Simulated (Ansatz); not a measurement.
Density of states of CaAg₂Ge₂ (I4/mmm, a = 4.292 Å, b = 4.292 Å, c = 10.767 Å, α = 90.00°, β = 90.00°, γ = 90.00°), in states per eV and primitive cell, averaged over bins of 0.5 eV. All numbers below come from DFT PBEsol, scalar-relativistic, plane waves, PAW in Ansatz 0.2.0.

Plane waves to 420 eV, a k mesh through Γ of 12×12×12 on the computed 5-atom cell and Gaussian smearing (0.10 eV); no spin polarisation.

The cell is relaxed at this level. The states (both spins) are summed by tetrahedra on a 18×18×18 mesh at the self-consistent density. Energies are bin centres; the table starts no lower than −8 eV and ends at 6 eV, or lower where the solved bands end.

It is a metal at this level.

```csv
E − E_F (eV),total,Ag 4d,Ge 4p,Ag 5s,Ge 4s,Ca 4s
-7.80,0.48,0.14,0.07,0.01,0.26,0.00
-7.30,0.00,0.00,0.00,0.00,0.00,0.00
-6.80,0.00,0.00,0.00,0.00,0.00,0.00
-6.30,1.16,0.79,0.26,0.07,0.01,0.02
-5.80,8.18,6.51,1.18,0.34,0.02,0.08
-5.30,11.43,10.08,0.96,0.16,0.11,0.05
-4.80,13.12,12.03,0.72,0.18,0.10,0.03
-4.30,5.80,4.94,0.47,0.13,0.17,0.04
-3.80,1.91,1.03,0.57,0.16,0.08,0.04
-3.30,1.37,0.36,0.68,0.12,0.09,0.06
-2.80,1.40,0.33,0.69,0.07,0.16,0.07
-2.30,2.43,0.56,1.36,0.17,0.16,0.06
-1.80,2.06,0.39,1.22,0.17,0.12,0.04
-1.30,2.48,0.36,1.62,0.14,0.11,0.03
-0.80,2.66,0.34,1.78,0.10,0.11,0.03
-0.30,1.88,0.23,1.21,0.07,0.09,0.03
0.20,1.35,0.15,0.85,0.05,0.07,0.01
0.70,1.04,0.10,0.63,0.04,0.05,0.01
1.20,0.97,0.07,0.47,0.07,0.06,0.03
1.70,2.13,0.09,0.70,0.18,0.26,0.09
2.20,1.84,0.07,0.51,0.15,0.19,0.08
2.70,1.89,0.05,0.36,0.23,0.20,0.17
3.20,4.47,0.07,0.40,0.54,0.21,0.47
3.70,4.38,0.06,0.40,0.33,0.12,0.35
4.20,5.60,0.05,0.51,0.28,0.08,0.30
4.70,5.48,0.04,0.72,0.37,0.12,0.22
5.20,3.46,0.03,0.58,0.27,0.08,0.21
```

The columns after the total are the main Löwdin projections on the occupied valence shells of the potentials; 1 other is left out. The rest of the total lies in those, in shells that are empty in the free atom, which aren't projected, and between the atoms.

Cost: 1 run of about 3.2 core-minutes, on Arm Neoverse V1 (shared hosts).